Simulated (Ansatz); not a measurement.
Start from Ir in the fcc (Cu type) structure (space group Fm-3m, No. 225).

```
Ir
1.0
    0.00000     1.91515     1.91515
    1.91515     0.00000     1.91515
    1.91515     1.91515     0.00000
Ir
1
Direct
  0.00000   0.00000   0.00000
```

All numbers come from PBEsol/PAW in Ansatz (a quantum-chemistry and plane-wave program), no spin-orbit coupling, earlier PAW set.

Now apply this change: Pt takes the place of Ir on all its sites, then cell and atoms are relaxed.

Measured lattice parameter a: Ir 3.831 Å (static lattice; corrected from measurement; as listed in Daniel Mejia-Rodriguez, S. B. Trickey, Phys. Rev. B (2018)); Pt 3.913 Å (static lattice; corrected from measurement; as listed in Daniel Mejia-Rodriguez, S. B. Trickey, Phys. Rev. B (2018)).

How well does PBEsol reproduce the measured shift?

With PBEsol the lattice parameter a moves by +0.088 Å (3.830 → 3.918) against +0.082 Å measured.

Stability against distortions was not tested. The final runs are not spin-polarised. Pt lies near a magnetic instability that expansion can trigger; it was not tested.
